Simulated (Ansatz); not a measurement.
A cut through the energy surface

CH₅Si (SMILES [CH2-][SiH3]) (charge -1), closed shell, at its PBE0-D4/def2-TZVPD minimum:

| atom | x (Å) | y (Å) | z (Å) |
| --- | --- | --- | --- |
| C1 | -0.1167 | -1.1044 | 0.3647 |
| Si2 | 0.1030 | 0.5978 | -0.0928 |
| H3 | -1.1370 | -1.4661 | 0.5151 |
| H4 | 0.5219 | -1.8498 | -0.1159 |
| H5 | -0.2725 | 1.2220 | -1.4596 |
| H6 | -0.6484 | 1.5546 | 0.8123 |
| H7 | 1.5499 | 1.0461 | -0.0238 |

The dihedral angle H3–C1–Si2–H5 (-70.1° at the minimum) is set to the values below, the two halves turning rigidly about the central bond. Each method's energies count from its own value at the PBE0-D4 minimum structure. Computed with Ansatz 0.2.0 (basis: def2-TZVPPD); correlated methods freeze the cores.

CCSD(T) energies along the scan:
```csv
dihedral angle (°),CCSD(T) (eV)
-59.4,0.0075
-44.4,0.0408
-29.4,0.0923
-14.4,0.1481
0.6,0.1936
15.6,0.2181
30.6,0.2186
45.6,0.1994
```
They count from the CCSD(T) energy at the PBE0-D4 minimum.

Largest difference from the CCSD(T) curve over the scan: PBE-D4 0.0110; r2SCAN-D4 0.0034; PBE0-D4 0.0066; wB97M-V 0.0126 eV. Each curve counts from its own value at the minimum.

No T1 diagnostic of these runs exceeds 0.012.

For scale, one of the runs: CCSD(T)/def2-TZVPPD, 170 basis functions (an equivalent command: `ansatz run in.yaml --threads 2`). Time: 15 s of wall clock on 2 CPU threads; the host was shared. Peak host memory: 1.3 GiB.
